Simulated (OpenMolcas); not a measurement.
**Extrapolating MP2 to the basis-set limit: C2H3O+ (SMILES CC#[O+])**

C2H3O+: 6 atoms, total charge +1, spin state singlet. As SMILES, `CC#[O+]`. The coordinates come from a PBE0-D4/def2-TZVP relaxation.

MP2 energies, 3 core orbitals frozen (OpenMolcas 26.06):

```tsv
basis	X	functions	Hartree–Fock (Eh)	correlation (Eh)
cc-pVDZ	2	57	-152.074727	-0.434741
cc-pVTZ	3	132	-152.118015	-0.531973
```

The correlation energy converges as X⁻³, the Hartree–Fock energy about exponentially.

Problem. Estimate the basis-set limit from the two largest sets.

Solution. 
1. Correlation: E(∞) = (3³ E(3) − 2³ E(2))/(3³ − 2³) = (27 × (-0.531973) − 8 × (-0.434741))/19 = -0.572913 Eh.
2. Hartree–Fock: take the larger basis, -152.118015 Eh; it moved by -43.29 mEh in the last step.
3. Total: -152.118015 + (-0.572913) = -152.690928 Eh.
4. cc-pVTZ holds 92.9 % of the extrapolated correlation energy, cc-pVDZ 75.9 %.

This is an estimate of the method's limit, not an exact energy. Double-zeta sets lie outside the range where X⁻³ holds well, so a D–T extrapolation is rough.
